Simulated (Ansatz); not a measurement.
A made-up structure of CH₅NSi, singlet:

```tsv
atom	x (Å)	y (Å)	z (Å)
N1	-1.4181	-0.0648	-0.9576
C2	-0.3525	0.4722	-0.5244
Si3	0.7029	-0.4379	0.7503
H4	-0.7650	0.3735	0.4470
H5	-0.0165	1.4633	-0.8698
H6	0.8239	0.4073	1.9690
H7	2.0696	-0.6330	0.1949
H8	0.0805	-1.7411	1.0775
```

It is relaxed with PBE-D4/def2-SVP and then PBE0-D4/def2-TZVP (Ansatz 0.2.0). Atoms count as bonded within 1.22 times the sum of their covalent radii (H–H: 0.88 Å). The end point is not checked to be a true minimum.

Q: Does its bonding change? (A judgement: the text doesn't fix the answer.)

A: The calculation gives: Yes. Formed: N1–Si3; broken: C2–Si3, Si3–H4.

Where it ends: The first stage lowers the energy by 4.82 eV in 24 steps. It ends as CH₅NSi ([CH2][N][SiH3]):
```
8
angstrom
N -0.2339 -0.1298 -0.5146
C -0.7173 1.0261 -0.4099
Si 0.7781 -0.8746 0.6936
H -0.5546 1.6915 0.4537
H -1.3475 1.4365 -1.2079
H 1.0072 0.0185 1.8700
H 2.0788 -1.2051 0.0611
H 0.1140 -2.1235 1.1409
```

Labels in which every atom is bracketed show which atoms are joined, not bond orders.

For scale, one of the runs: PBE0-D4/def2-TZVP relaxation, 129 basis functions, launched by `ansatz run in.yaml --threads 2 --pin off --events-out ev --progress --plain --max-ram 4352MiB`. The run took about 14 s on 2 CPU threads of an Arm Neoverse V2 (shared host).
